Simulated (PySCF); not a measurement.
Predicted microwave data (PBE0/pcSseg-1 in PySCF (dipole) on a GFN2-xTB geometry, gas phase) for one isomer of C4H8F2:

| Property | Result |
| --- | --- |
| Rotational constants | A = 4782, B = 2682, C = 2603 MHz |
| Dipole components | \|μa\| = 1.77 D, \|μb\| = 1.25 D, \|μc\| = 1.06 D |
| Inertial defect | -99.93 u·Å² |
| κ | -0.93 |

Question: Which structure is it? (One computed conformer of each.)
A. `[CH3:1][CH2:2][C:3]([CH3:4])([F:5])[F:6]` with C1–C2–C3–C4 58°
B. `[CH3:1][CH2:2][C@H:3]([F:4])[CH2:5][F:6]` with C1–C2–C3–F4 -65°, C2–C3–C5–F6 -68°
C. `[CH3:1][CH:2]([CH3:3])[CH:4]([F:5])[F:6]` with C1–C2–C4–F5 -56° (1,1-difluoro-2-methylpropane)

Answer: A. It is CCC(C)(F)F, a near-prolate asymmetric top, point group C1. The candidates at the same level (rigid rotor, commonest isotopes):

```json
{"SMILES": "CCC(C)(F)F", "A (MHz)": "4782", "B (MHz)": "2682", "C (MHz)": "2603", "μa (D)": "1.77", "μb (D)": "1.25", "μc (D)": "1.06", "Δ (u·Å²)": "-99.93", "point group": "C1", "rotor": "near-prolate asymmetric top"}
{"SMILES": "CC(C)C(F)F", "A (MHz)": "4756", "B (MHz)": "2758", "C (MHz)": "2391", "μa (D)": "1.82", "μb (D)": "0.18", "μc (D)": "1.16", "Δ (u·Å²)": "-78.14", "point group": "C1", "rotor": "asymmetric top"}
{"SMILES": "CC[C@H](F)CF", "A (MHz)": "5202", "B (MHz)": "2277", "C (MHz)": "1713", "μa (D)": "0.37", "μb (D)": "0.31", "μc (D)": "0.24", "Δ (u·Å²)": "-24.10", "point group": "C1", "rotor": "asymmetric top"}
```

`CC[C@H](F)CF` has C 34 % too low; `CC(C)C(F)F` has C 8 % too low. No structure here is proved a minimum.
